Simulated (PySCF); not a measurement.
diphosphorus anion (P2), SMILES P#P (connectivity only; charge and spin as stated), charge -1, multiplicity 2. Atoms are numbered in the order given.

```xyz
2

P      0.0000     0.0000    -0.9869
P      0.0000     0.0000     0.9869
```
Charge -1, spin multiplicity 2.

The structure is a stationary point at r2SCAN-D4/def2-TZVPD. The multiplicity is an assumed one; other spin states were not compared.

Two levels are set side by side: PBE/pcH-1 (PySCF) and PBE0/pcH-1 (PySCF). Contact hyperfine couplings, same geometry. Differences are taken from unrounded values.

```tsv
quantity	PBE0
A(iso) of 31P, atom P1 (MHz)	-3.7
A(iso) of 31P, atom P2 (MHz)	-3.7
```

**Question.** What does PBE give, and how far is it from PBE0? (Estimate from the structure and the level; the computed values follow.)

**Answer.** 
| quantity | PBE | PBE minus PBE0 |
|---|---|---|
| A(iso) of 31P, atom P1 (MHz) | -34.6 | -30.9 |
| A(iso) of 31P, atom P2 (MHz) | -34.6 | -30.9 |

Rough cost on one machine, each run with all the roots and properties that it gave: PBE0 against PBE within a factor of 2.
